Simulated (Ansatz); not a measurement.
# Structural energy differences of iron

These are results of DFT, BLYP, plane waves (420 eV) with PAW, scalar-relativistic in Ansatz 0.2.0, not measurements. (PAW data from PBE, frozen cores regenerated.)

Each structure is relaxed within its own symmetry, so a high-lying one may be dynamically unstable.

| structure | ΔE (meV/atom) | V (Å³/atom) | cell | magnetic state |
| --- | --- | --- | --- | --- |
| bcc | 0 | 11.88 | a = 2.875 Å | ferromagnetic, net 2.22 μB per atom |
| A15 | 79 | 12.08 | a = 4.589 Å | ferromagnetic, net 2.28 μB per atom |
| hcp | 117 | 10.63 | a = 2.497 Å, c = 3.937 Å (c/a = 1.577) | spin not included |
| dhcp | 142 | 10.90 | a = 2.486 Å, c = 8.146 Å (c/a = 3.277) | ferrimagnetic, largest moment 1.44 μB in the atomic sphere |
| omega (AlB2-type) | 173 | 12.55 | a = 4.248 Å, c = 2.410 Å (c/a = 0.567) | ferromagnetic, net 2.51 μB per atom |
| simple cubic | 598 | 13.93 | a = 2.406 Å | ferromagnetic, net 2.43 μB per atom |
| diamond | 935 | 15.10 | a = 4.943 Å | spin not included |

ΔE counts from bcc.

Differences under about 8 meV lie within the error of the k-point mesh.
